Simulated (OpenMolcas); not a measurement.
## N₂⁻ at 1.191 Å: OpenMolcas input and output

Input (each module block was a call of its own in one work directory; start orbitals came from a preliminary run):

```
&GATEWAY
Coord
2
angstrom
N 0.0 0.0 0.0
N 0.0 0.0 1.1910
Basis=ANO-RCC-VTZP
Group=XY
RX2C
AMFI
ANGMom
0.0 0.0 0.0
RICD
&SEWARD
&GUESSORB
* RASSCF and CASPT2 blocks for each multiplicity and irrep, as for the first:
&RASSCF
FileOrb=$CurrDir/o22.orb
Symmetry=2
Spin=2
nActEl=11 0 0
Inactive=2 0
RAS2=4 4
CIRoot=8 8 1
Linear
Iterations=120 100
OrbListing=Nothing
PRWF=0.15
>>COPY $Project.RasOrb $CurrDir/o22.orb
>>COPY $Project.rasscf.h5 $CurrDir/r22.h5
&CASPT2
XMultistate=all
Imaginary=0.2
IPEA=0.25
MaxIter=40
>>COPY $Project.JobMix JOB001
&RASSI
Nr of JobIphs=4 8 2 1 4
1 2 3 4 5 6 7 8
1 2
1
1 2 3 4
SpinOrbit
EJob
Omega
MEES
MESO
Properties=4
'AngMom' 3 'Mltpl  1' 1 'Mltpl  1' 2 'Mltpl  1' 3
Thrs=1.0d-4
>>COPY $Project.rassi.h5 $CurrDir/so.h5
```

```bash
pymolcas m.inp
```

C2 symmetry about the axis (a holds Σ, Δ, Γ; b holds Π, Φ, H; Σ⁺ and Σ⁻ are not told apart); roots by multiplicity and irrep: 2b 8, 4b 2, 4a 1, 2a 4.

RASSI part of the output, in excerpt:

```
SPIN-FREE ENERGIES:
  (Shifted by EMIN (a.u.) =       -109.3338273432)
 SF State       Relative EMIN(au)   Rel lowest level(eV)    D:o, cm**(-1)      Abs_M
     1             0.0000000000        0.0000000000              0.0000         1.0
     2             0.0000000000        0.0000000000              0.0000         1.0
     9             0.2271299082        6.1805196587          49849.2529         1.0
    10             0.2271299088        6.1805196763          49849.2530         1.0
    11             0.2388539442        6.4995469331          52422.3814         0.0
     3             0.2566756055        6.9844990424          56333.7839         1.0
     4             0.2566756106        6.9844991795          56333.7850         1.0
    12             0.2897578308        7.8847122507          63594.4931         2.0
    13             0.2899428719        7.8897474762          63635.1049         2.0
     5             0.2910465624        7.9197804261          63877.3370         3.0
     6             0.2910465624        7.9197804261          63877.3370         3.0
    14             0.3052663496        8.3067205459          66998.2195         0.0
    15             0.3125403270        8.5046555543          68594.6730         0.0
     7             0.3262411916        8.8774750744          71601.6653         1.0
     8             0.3262411960        8.8774751930          71601.6662         1.0
++ Dipole transition strengths (spin-free states):
     for osc. strength at least  1.00000000E-05
      From   To        Osc. strength     Einstein coefficients Ax, Ay, Az (sec-1)    Total A (sec-1)
         1    3       5.60941838E-04  0.00000000E+00  0.00000000E+00  1.18740236E+06  1.18740236E+06
         1    4       4.52838472E-03  0.00000000E+00  0.00000000E+00  9.58569060E+06  9.58569060E+06
         1    7       2.52193720E-04  0.00000000E+00  0.00000000E+00  8.62427785E+05  8.62427785E+05
         1    8       1.51890339E-03  0.00000000E+00  0.00000000E+00  5.19419962E+06  5.19419962E+06
         2    3       4.52838500E-03  0.00000000E+00  0.00000000E+00  9.58569082E+06  9.58569082E+06
         2    4       5.60941975E-04  0.00000000E+00  0.00000000E+00  1.18740269E+06  1.18740269E+06
         2    7       1.51891360E-03  0.00000000E+00  0.00000000E+00  5.19423441E+06  5.19423441E+06
         2    8       2.52196698E-04  0.00000000E+00  0.00000000E+00  8.62437991E+05  8.62437991E+05
         9   11       1.77611863E-03  1.80044372E+02  7.66394772E+03  0.00000000E+00  7.84399209E+03
        10   11       1.77611852E-03  7.66394640E+03  1.80044344E+02  0.00000000E+00  7.84399074E+03
         3   12       1.40870429E-03  4.74836628E+04  2.05224749E+03  0.00000000E+00  4.95359103E+04
         3   13       1.46278155E-03  1.84419696E+03  5.01703220E+04  0.00000000E+00  5.20145189E+04
         3   14       2.12217572E-03  1.25925196E+05  3.50649601E+04  0.00000000E+00  1.60990156E+05
         3   15       1.04040663E-03  2.29226289E+04  8.14025812E+04  0.00000000E+00  1.04325210E+05
         4   12       1.40870373E-03  2.05224331E+03  4.74836321E+04  0.00000000E+00  4.95358754E+04
         4   13       1.46278659E-03  5.01704381E+04  1.84424446E+03  0.00000000E+00  5.20146825E+04
         4   14       2.12216848E-03  3.50646227E+04  1.25924951E+05  0.00000000E+00  1.60989574E+05
         4   15       1.04040693E-03  8.14025907E+04  2.29226309E+04  0.00000000E+00  1.04325222E+05
        12    5       6.84196317E-05  2.52092295E+00  1.13011730E+00  0.00000000E+00  3.65104026E+00
        12    6       6.84196483E-05  1.13011697E+00  2.52092417E+00  0.00000000E+00  3.65104114E+00
        12    7       2.56282686E-04  1.02250996E+04  7.35134405E+02  0.00000000E+00  1.09602340E+04
        12    8       2.56282711E-04  7.35137140E+02  1.02251006E+04  0.00000000E+00  1.09602377E+04
        13    5       5.78164804E-05  6.64494701E-01  1.59836267E+00  0.00000000E+00  2.26285737E+00
        13    6       5.78164637E-05  1.59836181E+00  6.64494912E-01  0.00000000E+00  2.26285672E+00
        13    7       2.30199129E-04  4.89543904E+02  9.25558531E+03  0.00000000E+00  9.74512921E+03
        13    8       2.30199447E-04  9.25560023E+03  4.89544798E+02  0.00000000E+00  9.74514503E+03
        15    7       1.02218624E-03  1.59053093E+03  4.57452279E+03  0.00000000E+00  6.16505372E+03
        15    8       1.02218640E-03  4.57452587E+03  1.59053274E+03  0.00000000E+00  6.16505860E+03
 Electric-quadrupole - electric-quadrupole not included
 Electric-dipole - electric-octupole not included
 Electric-dipole - magnetic-quadrupole not included
   Eigenvalues of complex Hamiltonian:
  (Shifted by EMIN (a.u.) =       -109.3338273432)
 SO State       Relative EMIN(au)   Rel lowest level(eV)    D:o, cm**(-1)      Omega
     1            -0.0001888389        0.0000000000              0.0000         0.5
     2            -0.0001888389        0.0000000000              0.0000         0.5
     3             0.0001882172        0.0102602194             82.7543         1.5
     4             0.0001882172        0.0102602194             82.7543         1.5
     5             0.2270018528        6.1821736645          49862.5933         2.5
     6             0.2270018528        6.1821736645          49862.5933         2.5
     7             0.2270853903        6.1844468359          49880.9277         1.5
     8             0.2270853903        6.1844468359          49880.9277         1.5
     9             0.2271707734        6.1867702280          49899.6671         0.5
    10             0.2271707734        6.1867702280          49899.6671         0.5
    11             0.2272579641        6.1891428086          49918.8033         0.5
    12             0.2272579641        6.1891428086          49918.8033         0.5
    13             0.2388527274        6.5046523902          52463.5597         0.5
    14             0.2388527274        6.5046523902          52463.5597         0.5
    15             0.2388541717        6.5046916916          52463.8766         1.5
    16             0.2388541717        6.5046916916          52463.8766         1.5
    17             0.2566597409        6.9892059122          56371.7474         1.5
    18             0.2566597409        6.9892059122          56371.7474         1.5
    19             0.2566923205        6.9900924489          56378.8978         0.5
    20             0.2566923205        6.9900924489          56378.8978         0.5
    21             0.2897579079        7.8898529175          63635.9554         2.1
    22             0.2897579079        7.8898529175          63635.9554         2.1
    23             0.2899429870        7.8948891777          63676.5755         2.1
    24             0.2899429870        7.8948891777          63676.5755         2.1
    25             0.2909199855        7.9214746619          63891.0019         3.5
    26             0.2909199855        7.9214746619          63891.0019         3.5
    27             0.2911731396        7.9283633353          63946.5628         2.5
    28             0.2911731396        7.9283633353          63946.5628         2.5
    29             0.3052598080        8.3116811098          67038.2292         0.5
    30             0.3052598080        8.3116811098          67038.2292         0.5
    31             0.3125482875        8.5100107395          68637.8655         0.5
    32             0.3125482875        8.5100107395          68637.8655         0.5
    33             0.3261422538        8.8799214084          71621.3963         1.5
    34             0.3261422538        8.8799214084          71621.3963         1.5
    35             0.3263429415        8.8853823981          71665.4421         0.5
    36             0.3263429415        8.8853823981          71665.4421         0.5
 Weights of the five most important spin-orbit-free states for each spin-orbit state.
 SO State  Total energy (au)           Spin-free states, spin, and weights
    1        -0.000189       2 0.5  0.5000    1 0.5  0.5000   11 1.5  0.0000   15 0.5  0.0000   14 0.5  0.0000
    2        -0.000189       2 0.5  0.5000    1 0.5  0.5000   11 1.5  0.0000   15 0.5  0.0000   14 0.5  0.0000
    3         0.000188       1 0.5  0.5000    2 0.5  0.5000   11 1.5  0.0000   12 0.5  0.0000   13 0.5  0.0000
    4         0.000188       1 0.5  0.5000    2 0.5  0.5000   11 1.5  0.0000   12 0.5  0.0000   13 0.5  0.0000
    5         0.227002       9 1.5  0.5000   10 1.5  0.5000   12 0.5  0.0000   13 0.5  0.0000   11 1.5  0.0000
    6         0.227002       9 1.5  0.5000   10 1.5  0.5000   12 0.5  0.0000   13 0.5  0.0000   11 1.5  0.0000
    7         0.227085       9 1.5  0.5000   10 1.5  0.5000    3 0.5  0.0000    4 0.5  0.0000    7 0.5  0.0000
    8         0.227085       9 1.5  0.5000   10 1.5  0.5000    3 0.5  0.0000    4 0.5  0.0000    7 0.5  0.0000
    9         0.227171      10 1.5  0.5000    9 1.5  0.5000    4 0.5  0.0000    3 0.5  0.0000    8 0.5  0.0000
   10         0.227171      10 1.5  0.5000    9 1.5  0.5000    4 0.5  0.0000    3 0.5  0.0000    8 0.5  0.0000
   11         0.227258      10 1.5  0.5000    9 1.5  0.5000   14 0.5  0.0000   11 1.5  0.0000   15 0.5  0.0000
   12         0.227258      10 1.5  0.5000    9 1.5  0.5000   14 0.5  0.0000   11 1.5  0.0000   15 0.5  0.0000
   13         0.238853      11 1.5  1.0000   15 0.5  0.0000    2 0.5  0.0000    1 0.5  0.0000   14 0.5  0.0000
   14         0.238853      11 1.5  1.0000   15 0.5  0.0000    2 0.5  0.0000    1 0.5  0.0000   14 0.5  0.0000
   15         0.238854      11 1.5  1.0000    1 0.5  0.0000    2 0.5  0.0000   12 0.5  0.0000   13 0.5  0.0000
   16         0.238854      11 1.5  1.0000    1 0.5  0.0000    2 0.5  0.0000   12 0.5  0.0000   13 0.5  0.0000
   17         0.256660       3 0.5  0.5001    4 0.5  0.4999    9 1.5  0.0000   10 1.5  0.0000    8 0.5  0.0000
   18         0.256660       3 0.5  0.5001    4 0.5  0.4999    9 1.5  0.0000   10 1.5  0.0000    8 0.5  0.0000
   19         0.256692       4 0.5  0.5001    3 0.5  0.4999   10 1.5  0.0000    9 1.5  0.0000    7 0.5  0.0000
   20         0.256692       4 0.5  0.5001    3 0.5  0.4999   10 1.5  0.0000    9 1.5  0.0000    7 0.5  0.0000
   21         0.289758      12 0.5  0.9999   13 0.5  0.0001    1 0.5  0.0000    2 0.5  0.0000   11 1.5  0.0000
   22         0.289758      12 0.5  0.9999   13 0.5  0.0001    1 0.5  0.0000    2 0.5  0.0000   11 1.5  0.0000
   23         0.289943      13 0.5  0.9999   12 0.5  0.0001    2 0.5  0.0000    1 0.5  0.0000   11 1.5  0.0000
   24         0.289943      13 0.5  0.9999   12 0.5  0.0001    2 0.5  0.0000    1 0.5  0.0000   11 1.5  0.0000
   25         0.290920       5 0.5  0.5000    6 0.5  0.5000    7 0.5  0.0000    8 0.5  0.0000    4 0.5  0.0000
   26         0.290920       5 0.5  0.5000    6 0.5  0.5000    7 0.5  0.0000    8 0.5  0.0000    4 0.5  0.0000
   27         0.291173       6 0.5  0.5000    5 0.5  0.5000    7 0.5  0.0000    8 0.5  0.0000    4 0.5  0.0000
   28         0.291173       6 0.5  0.5000    5 0.5  0.5000    7 0.5  0.0000    8 0.5  0.0000    4 0.5  0.0000
   29         0.305260      14 0.5  0.9991   15 0.5  0.0009    2 0.5  0.0000    1 0.5  0.0000   11 1.5  0.0000
   30         0.305260      14 0.5  0.9991   15 0.5  0.0009    2 0.5  0.0000    1 0.5  0.0000   11 1.5  0.0000
   31         0.312548      15 0.5  0.9991   14 0.5  0.0009   11 1.5  0.0000    1 0.5  0.0000    2 0.5  0.0000
   32         0.312548      15 0.5  0.9991   14 0.5  0.0009   11 1.5  0.0000    1 0.5  0.0000    2 0.5  0.0000
   33         0.326142       7 0.5  0.5000    8 0.5  0.5000    9 1.5  0.0000   10 1.5  0.0000    4 0.5  0.0000
   34         0.326142       7 0.5  0.5000    8 0.5  0.5000    9 1.5  0.0000   10 1.5  0.0000    4 0.5  0.0000
   35         0.326343       8 0.5  0.5000    7 0.5  0.5000   10 1.5  0.0000    9 1.5  0.0000    3 0.5  0.0000
   36         0.326343       8 0.5  0.5000    7 0.5  0.5000   10 1.5  0.0000    9 1.5  0.0000    3 0.5  0.0000
++ Dipole transition strengths (SO states):
        for osc. strength at least   1.00000000E-05
      From   To        Osc. strength     Einstein coefficients Ax, Ay, Az (sec-1)    Total A (sec-1)
         1   19       5.07772329E-03  0.00000000E+00  0.00000000E+00  1.07657532E+07  1.07657532E+07
         1   35       1.79225536E-03  0.00000000E+00  0.00000000E+00  6.13990546E+06  6.13990546E+06
         2   20       5.07772329E-03  0.00000000E+00  0.00000000E+00  1.07657532E+07  1.07657532E+07
         2   36       1.79225536E-03  0.00000000E+00  0.00000000E+00  6.13990546E+06  6.13990546E+06
         3   17       5.10029896E-03  0.00000000E+00  0.00000000E+00  1.07791576E+07  1.07791576E+07
         3   33       1.75009909E-03  0.00000000E+00  0.00000000E+00  5.97428931E+06  5.97428931E+06
         4   18       5.10029896E-03  0.00000000E+00  0.00000000E+00  1.07791576E+07  1.07791576E+07
         4   34       1.75009909E-03  0.00000000E+00  0.00000000E+00  5.97428931E+06  5.97428931E+06
         5   15       1.79555096E-03  4.05213802E+03  4.05215760E+03  0.00000000E+00  8.10429562E+03
         6   16       1.79555096E-03  4.05213802E+03  4.05215760E+03  0.00000000E+00  8.10429562E+03
         7   13       1.78263205E-03  3.96548073E+03  3.96553812E+03  0.00000000E+00  7.93101886E+03
         8   14       1.78263205E-03  3.96548073E+03  3.96553812E+03  0.00000000E+00  7.93101886E+03
         9   13       1.76969754E-03  3.87984215E+03  3.87978605E+03  0.00000000E+00  7.75962821E+03
        10   14       1.76969754E-03  3.87984215E+03  3.87978605E+03  0.00000000E+00  7.75962821E+03
        11   15       1.75675173E-03  3.79510926E+03  3.79509097E+03  0.00000000E+00  7.59020023E+03
        12   16       1.75675173E-03  3.79510926E+03  3.79509097E+03  0.00000000E+00  7.59020023E+03
        17   21       1.43529780E-03  2.52633698E+04  2.52563332E+04  0.00000000E+00  5.05197030E+04
        17   23       1.43083463E-03  2.54599921E+04  2.54674284E+04  0.00000000E+00  5.09274204E+04
...
```

g and u states are not told apart. Only roots inside an energy window near the equilibrium distance were included, so the list of states is not complete; labels number the states computed. Each spin and symmetry block has orbitals of its own, averaged over its own roots, so gaps between blocks are less sure than gaps within one and near the minimum can be off by tenths of an eV, in bad cases by more. No Rydberg orbitals are active, so Rydberg states, and σ→σ* states whose orbital the CASSCF left unused, can be missing between those listed. CASPT2 splits the two components of degenerate states numerically, here by up to 41 cm⁻¹. For an anion, states above the electron-detachment threshold (often below 1 to 3 eV) are held by the basis set and are not bound levels.
